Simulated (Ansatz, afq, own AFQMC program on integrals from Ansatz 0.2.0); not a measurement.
Integrals from Ansatz 0.2.0, then the random walk in our own AFQMC program (afq).

```yaml
crystal:
  periodic: [false, false, false]
  atoms:
    - {symbol: Se, position_ang: [0.000000, -0.020988, 0.241485]}
    - {symbol: Be, position_ang: [0.000000, 0.018349, -1.793468]}
    - {symbol: H, position_ang: [0.000000, 1.450738, 0.246169]}
    - {symbol: H, position_ang: [0.000000, 0.029385, -3.127847]}
basis:
  gaussian: {orbitals: cc-pVDZ}
magnetization: {spin_polarized: false}
correlation: {method: ccsd_t, electrons: outside_noble_gas, hamiltonian_folder: ham}
```

```sh
$ ansatz run in.yaml --threads 1 --pin off --events-out ev --progress --plain --max-ram 1843MiB
```

afq runs on the folder ham with

```
--method phaseless --trial cisd --walkers 70 --populations 1 --least-time 40 --time-step 0.005 --steps-per-block 50 --equilibration-blocks 28 --max-blocks 300 --target-error 0.00038 --factor-cut 1e-05 --seed 4147 --release-times 0.24,0.51,0.99,1.62,2.4 --release-step 0.03 --release-every 4 --taylor-order 6
```

Times are imaginary, in 1/Eh. The walk had a cap of 536 s. Filled inner d shells are frozen with the cores.

Log:

```
orbitals 36  electrons 5 5  factors 287 of 543
reference energy -2415.64349812 Eh
CCSD correlation -0.18593434 Eh in 9 cycles, weight of the determinant in the CISD state 0.8987
energy of the start -2415.829432 Eh
 block  time / (1/Eh)  mean weight  energy / Eh
     1     0.250  0.9999  -2415.826873
     2     0.500  0.9972  -2415.827549
     3     0.750  1.0006  -2415.829751
     4     1.000  0.9994  -2415.830596
     5     1.250  1.0004  -2415.833501
    10     2.500  1.0020  -2415.837080
    37     9.250  0.9996  -2415.833433
    67    16.750  0.9996  -2415.838007
    73    18.250  1.0004  -2415.846715
    97    24.250  0.9988  -2415.837283
   115    28.750  1.0004  -2415.829329
   127    31.750  1.0007  -2415.835587
   157    39.250  1.0011  -2415.832873
   187    46.750  0.9989  -2415.833236
   217    54.250  1.0018  -2415.831137
   247    61.750  1.0019  -2415.831837
   253    63.250  0.9988  -2415.837041
blocks merged  error / Eh  count
     1  0.000184  230
     2  0.000237  115
     4  0.000304  57
     8  0.000353  28
    16  0.000395  14
released: time / (1/Eh)  energy / Eh  error  mean overlap
  0.24  -2415.835315  0.000343  0.9863
  0.51  -2415.834990  0.000271  0.9916
  0.99  -2415.835038  0.000252  0.9958
  1.62  -2415.835541  0.000319  0.9685
  2.40  -2415.835203  0.000318  0.9652
energy -2415.834893 +/- 0.000353 Eh
(rows thinned)
```

The run passed its tests (sampling time, drift between the halves within three errors, error under three times the target), which doesn't prove that it has relaxed. The second half of the sampling lies above the first by 2.3 errors of their difference, so the energy may still be moving and its error bar be too small.

Against this walk (error 9.6 meV) on the same determinant: CCSD(T) 23.2 meV higher, CCSDT(Q) 1.6 meV lower (within the noise). The error is statistical and leaves out the bias of the constraint. Released to 2.40 1/Eh the energy moves by -8 ± 13 meV (both errors), within twice the noise.

Cautions: constraint bias not in the error; no relativity below Rb; no spin-orbit coupling; inner d shell frozen.

The walk took 120 s on 1 thread of AMD EPYC 9R45 96-Core Processor (Zen 5) (shared host). The log's last line is the phaseless energy.

CCSDT and higher add their correlation energy to the determinant of the CCSD(T) run, since their own runs factorise the integrals more tightly (a shift of under 2 meV). A walk keeps the symmetry of its determinant, which the program's search chose and which needn't be the lowest solution, so a lower state of the same spin and another symmetry isn't excluded.
